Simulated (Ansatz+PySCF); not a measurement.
Results of a calculation; reference values are marked as such.
**Several solutions for singlet HCl**

```xyz
2

H     0.0000    0.0000   -2.4276
Cl    0.0000    0.0000    0.1428
```

Basis set: cc-pVDZ (spherical functions). Charge 0, multiplicity 1.

PBE (unrestricted) was run from several starts with Ansatz (development build ahead of 0.2.0).

```tsv
run	program	start	converged	energy (hartree)	<S²>
A	Ansatz	stability test followed	yes	-460.46759	–
B	Ansatz	atomic start, no search	yes	-460.45714	–
C	Ansatz	search for the lowest state	yes	-460.46759	–
```

Question: Which runs reached the lowest solution of this kind, and what is wrong with the others?

Answer: A, C reached the lowest solution found. Converged but too high: B by 0.28 eV. Convergence only shows a stationary point, and even a stable one can lie too high; stability tests and further starts are what find lower ones. Caution: charge can spread falsely over distant fragments.
